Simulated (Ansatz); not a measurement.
`C=CCC=C` + `C=CCS` → `C=CCSC=C` + `C=CC`  (substitution at a C–C bond)

Program: Ansatz. Geometries: PBE0-D4/def2-TZVP. ΔE: electronic, gas phase. CCSD(T)/CBS is the MP2 limit (def2-TZVPP, def2-QZVPP) plus CCSD(T) − MP2 in def2-TZVPP, frozen cores. Functionals use def2-TZVPP. B3LYP here is the variant with VWN-RPA as its local correlation; programs differ in this. One conformer a species, not always the lowest.

```json
{"level": "r2SCAN-D4", "ΔE (kJ/mol)": "-17.1", "difference from CCSD(T)/CBS": "-9.9"}
{"level": "ωB97M-V", "ΔE (kJ/mol)": "-8.0", "difference from CCSD(T)/CBS": "-0.8"}
{"level": "PBE", "ΔE (kJ/mol)": "-16.0", "difference from CCSD(T)/CBS": "-8.8"}
{"level": "B3LYP", "ΔE (kJ/mol)": "-9.1", "difference from CCSD(T)/CBS": "-1.9"}
{"level": "HF/def2-TZVPP", "ΔE (kJ/mol)": "4.9", "difference from CCSD(T)/CBS": "12.1"}
{"level": "CCSD/def2-TZVPP", "ΔE (kJ/mol)": "-1.8", "difference from CCSD(T)/CBS": "5.4"}
{"level": "CCSD(T)/def2-TZVPP", "ΔE (kJ/mol)": "-5.3", "difference from CCSD(T)/CBS": "1.9"}
{"level": "HF/def2-QZVPP", "ΔE (kJ/mol)": "5.1", "difference from CCSD(T)/CBS": "12.3"}
{"level": "MP2/CBS(def2)", "ΔE (kJ/mol)": "-12.0", "difference from CCSD(T)/CBS": "-4.8"}
{"level": "CCSD/CBS(def2)", "ΔE (kJ/mol)": "-3.8", "difference from CCSD(T)/CBS": "3.4"}
{"level": "CCSD(T)/CBS", "ΔE (kJ/mol)": "-7.2", "difference from CCSD(T)/CBS": "0"}
```

Largest T1 diagnostic among the species: 0.012.

From PBE to PBE0 (25 % exact exchange), in def2-TZVPP and without D4, ΔE moves by +4.8 kJ/mol. The D4 term adds −3.6 kJ/mol with B3LYP and −2.0 kJ/mol with PBE0; it sums over pairs of atoms, weighted by their polarisabilities, and B3LYP, whose exchange is more repulsive, gets the larger term.

CCSD(T)/CBS has its own doubt, a few kJ/mol and more with outer-core shells, so smaller differences from it don't rank the levels.
